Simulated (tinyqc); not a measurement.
Worked calculation: RKS/PBE in the sto-3g basis, for H2O, spin multiplicity 1. One step of it, computed by the program tinyqc.

Question. Iteration 2: DIIS coefficients. Solve [B -1; -1 0][c; lambda] = [0; -1] for the coefficients, which sum to one.

B (overlaps of the stored error matrices):
```
                1               2
1   2.2447053e+00  -2.0079816e+00
2  -2.0079816e+00   3.0289795e+00
```

Give: DIIS coefficients.

Answer.

DIIS coefficients: 0.542  0.458
